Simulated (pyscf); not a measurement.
Thermochemistry of product channels of H₃C–In(OH)–OH (SMILES [CH3][In]([OH])[OH]) + O (SMILES [O]) [triplet] on the triplet surface, in eV, from ωB97M-D3(BJ)/def2-TZVP energies (ideal gas, 1 atm, RRHO with modes under 100 cm⁻¹ raised to 100, one conformer, R ln 2 for chiral ones without a mode under 150 cm⁻¹). Single points on ωB97X-D3(BJ)/def2-SVP structures (PySCF, gas phase).

| products | ΔE | ΔH(298 K) | ΔG(600 K) | ΔG(900 K) |
|---|---|---|---|---|
| [HO–In–OH]• (SMILES [OH][In][OH]) + H₃C–O• (SMILES C[O]) | -1.21 | -1.23 | -1.48 | -1.56 |
| •O–In(OH)–OH (SMILES [O][In]([OH])[OH]) + CH₃• (SMILES [CH3]) | -0.13 | -0.24 | -0.44 | -0.53 |

These are energies of the channels, which say nothing of barriers. H₃C–O• lies 0.30 eV over its isomer •H₂C–OH (electronic energy, ωB97M-D3(BJ)/def2-TZVP). Left out: orbital degeneracy and the spin-orbit lowering of O. The orbital near-degeneracy of the XH₃O or XH₃S radical is left out. Elements past Kr carry the def2 core potentials, without spin-orbit coupling.
